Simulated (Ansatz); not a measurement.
# AlBClH2 radical (SMILES [BH2][Al][Cl]): functionals against CCSD(T) at one geometry

The task here is to estimate one member of a computed series from the others.

The runs use Ansatz 0.2.0, Gaussian basis; single points in def2-TZVPP.

Correlated methods freeze the cores. Orbitals are unrestricted.

## Where the work starts

SMILES `[BH2][Al][Cl]`, 5 atoms, charge 0, spin multiplicity 2.

Atoms are counted from 1 here; the program's logs count them from 0.

Bond lengths: B1–Al2 2.003 Å, B1–H4 1.372 Å, B1–H5 1.230 Å, Al2–Cl3 1.951 Å. Angles: Al2–B1–H4 124.7°, Al2–B1–H5 120.8°, H4–B1–H5 114.5°, B1–Al2–Cl3 172.6°.

As a file:

```
B    -0.50410    0.56350   -0.44350
Al    0.67940   -0.84120    0.35470
Cl    1.98930   -2.02220    1.18800
H    -1.71220    0.31710   -1.04590
H    -0.17220    1.74830   -0.43080
```

Set-up of the first run:

Input file run/in.yaml:

```yaml
crystal:
  periodic: [false, false, false]
  atoms:
    - {symbol: B, position_ang: [-0.504100, 0.563500, -0.443500]}
    - {symbol: Al, position_ang: [0.679400, -0.841200, 0.354700]}
    - {symbol: Cl, position_ang: [1.989300, -2.022200, 1.188000]}
    - {symbol: H, position_ang: [-1.712200, 0.317100, -1.045900]}
    - {symbol: H, position_ang: [-0.172200, 1.748300, -0.430800]}
basis:
  gaussian: {orbitals: def2-TZVPP}
magnetization: {spin_polarized: true, initial_magnetization: 1}
correlation: {method: ccsd_t}
scf: {omitted_lower_state_checks: [cluster_reference]}
output: {forces: true}
```

No record of the launch command was kept for these runs.

Among the steps run: CCSD(T)/def2-TZVPP; PBE0-D4/def2-TZVPP; wB97M-V/def2-TZVPP; r2SCAN-D4/def2-TZVPP; PBE-D4/def2-TZVPP; r2SCANh-D4/def2-TZVPP; SPW92/def2-TZVPP.

One of the session's tables, all rows but one given; the rest of the session is left out.

| method | RMS force component (eV/Å) | angle to CCSD(T) forces (°) | dipole (D) |
| --- | --- | --- | --- |
| CCSD(T) | 1.562 | reference | 2.90 |
| PBE0-D4 | 1.508 | 2.0 | 2.73 |
| wB97M-V | 1.561 | 2.7 | 2.96 |
| r2SCAN-D4 | 1.515 | 1.8 | 2.78 |
| PBE-D4 | ? | ? | ? |
| r2SCANh-D4 | 1.513 | 2.1 | 2.81 |
| SPW92 | 1.424 | 4.8 | 2.52 |

**Question.** Estimate the row for PBE-D4.

**Answer.** RMS force component (eV/Å): 1.528; angle to CCSD(T) forces (°): 3.6; dipole (D): 2.63. In the column «RMS force component (eV/Å)» it lies between r2SCAN-D4 (1.515) and wB97M-V (1.561).
